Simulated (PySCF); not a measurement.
**Name the molecule from its bond curve**

A diatomic of charge -1 contains B. Its triplet curve at PBE0 in a double-zeta basis (no relativity, PySCF), in eV from the separated fragments:

(R (Å), E (eV)): (1.613, -2.620), (1.688, -3.157), (1.762, -3.455), (1.819, -3.560), (1.875, -3.587), (1.931, -3.554), (2.006, -3.440), (2.100, -3.223), (2.212, -2.898), (2.362, -2.426)

The fit gives ωe = 818 cm⁻¹ and the rotational constant Bₑ = 0.6102 cm⁻¹.

Q: Which atom is the partner?

A: The minimum lies at 1.870 Å, so the reduced mass is 16.8576 u Å² cm⁻¹/(Bₑ·Re²) = 7.900 u. With B at 11.01 u the partner weighs about 28.0 u: Si. The molecule is SiB⁻.

The highest Kohn–Sham level is positive in this anion. Much of that is self-interaction error, but it also means that the finite basis helps to hold the extra electron. The state was picked by a PBE0 search and need not be the measured ground state.
